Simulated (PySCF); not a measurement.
Species: C3H4Cl2.
Geometry (GFN2-xTB, Å), atoms numbered from 1 in this order:
```xyz
9
C3H4Cl2 angstrom
C     -1.4027    0.1810    0.3273
C     -0.3344   -0.4232   -0.1610
C      1.0279    0.1624   -0.0944
Cl     2.1151   -0.9229    0.8182
Cl     1.6770    0.3845   -1.7440
H     -2.3786   -0.2671    0.2651
H     -1.3437    1.1442    0.8062
H     -0.3981   -1.3892   -0.6405
H      1.0510    1.1362    0.3979
```

Method used: PySCF, TDDFT PBE0/def2-SVPD, vertical, gas phase, core orbitals frozen in the response.

Frontier orbitals with the atoms that hold most of them (Löwdin shares over 4%, at most four atoms; ? is withheld):

```
orbital  ε (eV)                             atoms
 HOMO-3   -9.50          Cl4 39%, Cl5 39%, C3 13%
 HOMO-2   -8.89   Cl4 48%, Cl5 29%, C3 11%, C2 5%
 HOMO-1   -8.89    Cl5 51%, Cl4 32%, C3 5%, C2 5%
   HOMO   -8.26                                 ?
   LUMO       ?                                 ?
 LUMO+1   -0.26          Cl4 32%, Cl5 32%, C3 25%
 LUMO+2    0.84  C1 19%, Cl4 17%, Cl5 17%, H9 14%
```

(1) Give the leading atoms of the HOMO.

(2) Give the leading atoms of the LUMO.

(3) What is the LUMO energy, and the HOMO–LUMO gap?

Results:

(1) C1 (bonded to C and 2 H) 29%; C2 (bonded to 2 C and H) 29%; Cl5 (bonded to C) 18%; Cl4 (bonded to C) 17%. By element: carbon 58% or more, chlorine 35%.

(2) C1 (bonded to C and 2 H) 31%; C2 (bonded to 2 C and H) 24%; Cl5 (bonded to C) 11%; Cl4 (bonded to C) 11%. By element: carbon 55% or more, chlorine 23%.

(3) ε(LUMO) = -0.92 eV; the gap is 7.34 eV (0.2698 hartree).

Within 0.005 eV of a neighbour in this list lie HOMO-2/HOMO-1 (point group found: Cs); within a degenerate set the shares of single atoms can hang on how the components are chosen.

Question: The HOMO–LUMO gap is 7.34 eV. Where does the response calculation put the lowest singlet, and from which orbitals?

Answer: S1 is at 6.51 eV (f = 0.087), 0.83 eV below the gap, made of HOMO→LUMO (53%), HOMO-1→LUMO (35%). 

Next come S2 at 6.54 eV (f 0.0004), HOMO→LUMO+1 (50%), HOMO-2→LUMO (37%); S3 at 6.66 eV (f 0.0031), HOMO-2→LUMO (44%), HOMO→LUMO+1 (43%), HOMO-1→LUMO (9%); S4 at 6.88 eV (f 0.078), HOMO-2→LUMO+1 (34%), HOMO-1→LUMO (24%), HOMO-4→LUMO (14%); S5 at 7.07 eV (f 0.145), HOMO-2→LUMO+1 (35%), HOMO→LUMO (19%), HOMO-1→LUMO+1 (18%).

Löwdin shares depend on the basis, the more so with diffuse functions.

Rough CPU time on one thread of a shared machine: about 27 s.

One conformer stands for the species.
